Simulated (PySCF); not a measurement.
**Cluster of fluorine and hydrogen chloride (HClF2)**

A complex built from fluorine and hydrogen chloride; neutral, singlet.

```
part               name  SMILES  atoms  charge  multiplicity
   1           fluorine      FF    1–2       0             1
   2  hydrogen chloride      Cl    3–4       0             1
```

```xyz
4

F     0.7857   -0.1494    0.3766
F    -0.3710    0.1916   -0.2940
Cl   -3.2701   -0.0501   -1.6055
H    -4.1227    0.7946   -2.0745
```
(Å; atoms numbered from 1)

In these coordinates F2···Cl3 is 3.191 Å. Part 2 is then moved rigidly along that line, all else held; at short range other atoms may come into contact.

The starting structure comes from a short search with a few starts; no frequency run checks that it is a minimum, and another way of binding may lie lower.

Computed with PySCF: CCSD(T)/aug-cc-pVDZ and MP2/aug-cc-pVTZ counterpoise interaction energy, frozen core, gas phase. Geometry: PBE0-D3(BJ)/def2-SVPD.

Counterpoise energies in kcal/mol, cluster less the parts frozen as they stand in it; small is aug-cc-pVDZ, large aug-cc-pVTZ. Estimated limit: HF in aug-cc-pVTZ, MP2 correlation extrapolated as X⁻³ from aug-cc-pVDZ and aug-cc-pVTZ, and CCSD(T) less MP2 in aug-cc-pVDZ; it isn't the exact limit.

Q: How do the values run over the points 2.872, 3.031, 3.191, 3.510, 3.989, 4.787, 6.382?

A: 
```csv
F2···Cl3 (Å),HF large,MP2 large,SCS-MP2 large,CCSD(T) small,CCSD(T) limit est.
2.872,1.33,-0.28,0.09,0.19,-0.17
3.031,0.69,-0.49,-0.22,-0.17,-0.41
3.191,0.34,-0.53,-0.33,-0.30,-0.47
3.510,0.06,-0.43,-0.32,-0.32,-0.39
3.989,-0.03,-0.25,-0.20,-0.21,-0.23
4.787,-0.02,-0.10,-0.08,-0.09,-0.09
6.382,-0.01,-0.02,-0.02,-0.02,-0.02
```

The 7 runs took 4 min in all, one thread each of Arm Neoverse V2 on a shared host, launched as `OMP_NUM_THREADS=1 python cluster_run.py task.json out`.
